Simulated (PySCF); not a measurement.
# ClH3Si (chlorosilane): the cost of one run

Computed with PySCF 2.14.0, with density-fitted response routines of our own, on a single molecule in the gas phase. Atoms are numbered from 0 throughout.

### 1 Starting geometry

5 atoms, charge 0, multiplicity 1; geometry from: GFN2-xTB. The atoms were then displaced at random by about 0.01 Å, so the start is not that level's minimum.

Bonds of the start (Å): Si0–Cl1 1.98, Si0–H2 1.46, Si0–H3 1.48, Si0–H4 1.45.

### 2 Geometry optimisation at PBE0-D3(BJ)/def2-SVP

What the job is given:

```
{"job": {"xc": "PBE0", "basis": "def2-SVP", "d3": "d3bj", "grid": 1, "shake": 0.01, "kind": "geom"}, "charge": 0, "multiplicity": 1}
Si    -0.106270    -0.020370    -0.006990
Cl     1.873050    -0.073050     0.102490
H     -0.582050    -0.967890    -1.017670
H     -0.477920     1.358990    -0.406600
H     -0.673230    -0.331650     1.290880
```

Run with:

```
$ OMP_NUM_THREADS=1 python probes_run.py task.json out
```

One launch serves the whole session: the jobs run in the order shown.

Q: Estimate the wall time and peak memory of this first job on 1 thread of Arm Neoverse V2, shared host.

About 2.9 s, with a peak of 0.27 GiB.
